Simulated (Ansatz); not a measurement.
# B–SiH–F, quartet: the ladder up to UCCSDT(Q)

Geometry: displaced at random from a stationary point.

```xyz
4

B     0.1072   -0.4959    1.7903
Si   -0.0577    0.3751    0.1716
F     0.0189   -0.3642   -1.2652
H     0.1020    1.7330   -0.1354
```

Basis cc-pVDZ; Ansatz 0.2.0. Only valence electrons are correlated (noble-gas cores frozen), which leaves 15 electrons in 44 orbitals. R marks a restricted (for open shells ROHF) determinant, U an unrestricted one.

Full CI isn't at hand for all of this; UCCSDT(Q) serves as the reference, and is uncertain by about the last step of the cluster series. The frozen core follows each run's orbitals, which can shift R against U totals by a few meV.

For open shells CISD is restricted-active-space CI with the open shells as a complete middle space.

* UHF ⟨S²⟩: 3.756
* T1 diagnostic (RCCSD): 0.0205
* largest doubles amplitude (RCCSD): 0.040
* T1 diagnostic (UCCSD): 0.0203

```csv
level,E − E(UCCSDT(Q)) (kcal/mol),share of correlation (%),wall time
RHF,214.22,0.00,–
UHF,213.17,0.49,–
RMP2,21.88,89.79,–
UMP2,22.25,89.61,–
CISD,23.59,88.99,16 s
RCCSD,6.11,97.15,–
UCCSD,6.09,97.16,–
RCCSD(T),1.23,99.43,6 s
UCCSD(T),1.22,99.43,6 s
BCCD(T),1.14,99.47,2.6 s
RCCSDT,0.49,99.77,–
UCCSDT,0.48,99.78,–
RCCSDT(Q),0.06,99.97,2.4 min
```

The correlation energy at UCCSDT(Q), counted from RHF, is -9.289 eV. That run took 2 min on 1 thread of Arm Neoverse V2, shared host.

Times hold each run's SCF and search for its determinant on a shared host, so for small cases they say little of a method's own cost; they ran on 1 thread of Arm Neoverse V2. Some runs computed forces too.
